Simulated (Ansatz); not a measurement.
Species: H3N, SMILES `N` (charge 0, multiplicity 1).

**Question.** Give a relaxed geometry from PBE-D3(BJ)/def2-SVP (Ansatz, a quantum-chemistry and plane-wave program).

**Answer.** the end point of this relaxation (outside a Z-matrix the atoms follow the SMILES, hydrogens last).
Z-matrix (Å, degrees):
```
N
H 1 1.0310
H 1 1.0310 2 103.99
H 1 1.0310 2 103.99 3 -108.60
```
